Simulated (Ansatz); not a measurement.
# FH5Si: the cost of one run

All numbers below are computed with Ansatz 0.2.0 (RKS B3LYP/def2-SVP).

**1. Starting point**

Bond lengths: Si1–F2 1.940 Å, Si1–H3 1.460 Å, Si1–H4 1.459 Å, Si1–H5 1.459 Å. Angles: F2–Si1–H3 109.5°, F2–Si1–H4 109.5°, F2–Si1–H5 109.5°, H3–Si1–H4 109.5°, H3–Si1–H5 109.5°, H4–Si1–H5 109.5°.

Coordinates:

```xyz
7

Si    0.0000    0.0000    0.0000
F     0.0000    0.0000    1.9400
H     1.3768    0.0000   -0.4862
H    -0.6877    1.1914   -0.4862
H    -0.6877   -1.1914   -0.4862
H    -1.6702    0.0000    0.5550
H    -1.2655    0.0000    1.4751
```

**2. A restrained relaxation towards end A**

Springs on the bonds that form and break draw the guess towards this end; the thresholds are loose.

File input.yaml:

```yaml
crystal:
  periodic: [false, false, false]
  atoms:
    - { symbol: Si, position_ang: [0.0, 0.0, 0.0] }
    - { symbol: F, position_ang: [0.0, 0.0, 1.94] }
    - { symbol: H, position_ang: [1.3768, 0.0, -0.4862] }
    - { symbol: H, position_ang: [-0.6877, 1.1914, -0.4862] }
    - { symbol: H, position_ang: [-0.6877, -1.1914, -0.4862] }
    - { symbol: H, position_ang: [-1.6702, 0.0, 0.555] }
    - { symbol: H, position_ang: [-1.2655, 0.0, 1.4751] }
basis:
  gaussian: { orbitals: def2-SVP }
hamiltonian:
  xc: b3lyp
relax:
  f_tol: 0.15
  max_steps: 25
  restrain:
    - { distance: [0, 5], at: 2.66, k: 30.0 }
    - { distance: [6, 1], at: 2.12, k: 30.0 }
    - { distance: [0, 1], at: 1.59, k: 30.0 }
    - { distance: [6, 5], at: 0.66, k: 30.0 }
```

Launch:

```sh
$ ansatz run input.yaml --threads 1 --pin off --max-ram 2048MiB --backend cpu --events-out ev --progress --plain --runs-dir out
```

What time and memory should one allow on 1 thread of Arm Neoverse V1, shared host?

About 11 s, with a peak of 0.11 GiB.
